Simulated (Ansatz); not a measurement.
**CH, quartet: from triple and quadruple zeta to the limit**

```yaml
atoms:
  - { symbol: C, position_ang: [0.0000, 0.0000, 0.0000] }
  - { symbol: H, position_ang: [0.0000, 0.0000, 1.1225] }
```

Ansatz 0.2.0, UHF determinant, valence electrons correlated. Energies in eV.

| set | X | functions | Hartree–Fock | MP2 correlation | CCSD(T) correlation | time |
| --- | --- | --- | --- | --- | --- | --- |
| def2-TZVPP | 3 | 45 | -1041.8902 | -2.1276 | -2.6283 | 4.1 s on 1 × NVIDIA H100 80GB HBM3 with 1 thread of AMD EPYC 7R13 Processor (Zen 3), on a shared host |
| def2-QZVPP | 4 | 87 | -1041.9280 | -2.2839 | -2.7685 | 4.1 s on 1 × NVIDIA H100 80GB HBM3 with 1 thread of AMD EPYC 7R13 Processor (Zen 3), on a shared host |

Hartree–Fock is taken to follow E(X) = E∞ + A·exp(−7.88·√X), correlation E(X) = E∞ + B·X^−2.97.

Cautions: another spin lies lower.

Q: Work out the CCSD(T) energy at the limit, and how far the shortcut misses it that extrapolates MP2 and adds CCSD(T) minus MP2 from the smaller set.

A: Hartree–Fock: E∞ = E4 + 0.1377·(E4 − E3) = -1041.9332. Correlation: E∞ = E4 + 0.7407·(E4 − E3) = -2.8723 for CCSD(T) and -2.3997 for MP2. The limit is -1044.8056 eV, 0.109 eV below def2-QZVPP. The shortcut gives a correlation energy of -2.3997 + (-0.5007) = -2.9004, 28 meV lower than the direct value.
